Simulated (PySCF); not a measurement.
# Two-photon absorption: 1-propanol, C3H8O

Cartesian coordinates in Å; atom numbers follow the order of the lines, from 1:
```xyz
12

C    -1.514    0.153    0.073
C    -0.114    0.198   -0.516
C     0.921   -0.406    0.412
O     2.221   -0.425   -0.138
H    -1.825   -0.876    0.272
H    -1.565    0.702    1.017
H    -2.246    0.594   -0.606
H    -0.082   -0.335   -1.471
H     0.163    1.238   -0.729
H     0.909    0.124    1.376
H     0.672   -1.450    0.619
H     2.469    0.478   -0.350
```

Theory: PySCF, TDDFT CAM-B3LYP/def2-TZVPD excited states, vertical, gas phase. Geometry: PBE0-D3(BJ)/def2-TZVP.

Problem. Give the one- and two-photon strengths of the lowest singlets.

Solution. δ for parallel linear polarisation; σ at the peak of a Lorentzian of half width 0.1 eV, single beam; Ω is circular over linear.
```csv
state,E (eV),f,photon λ (nm),δ (au),σ (GM),Ω,main
S1,6.75,0.007,368,19.8,0.33,1.21,"HOMO→LUMO 0.80, HOMO→LUMO+1 0.13"
S2,7.82,0.015,317,25.5,0.57,0.59,"HOMO→LUMO+1 0.60, HOMO→LUMO 0.12"
S3,8.11,0.009,306,10.4,0.25,0.67,"HOMO→LUMO+2 0.76, HOMO→LUMO+1 0.09"
S4,8.27,0.012,300,31.2,0.78,1.49,HOMO−1→LUMO 0.80
S5,8.30,0.045,299,8.96,0.23,0.89,HOMO→LUMO+3 0.83
S6,8.82,0.016,281,19.4,0.55,1.49,"HOMO−1→LUMO+1 0.51, HOMO−2→LUMO 0.27"
```

Among these, the strongest one-photon state is S5, the strongest two-photon state S4, with a dipole change of 5.3 D (relaxed, norm of the difference vector).
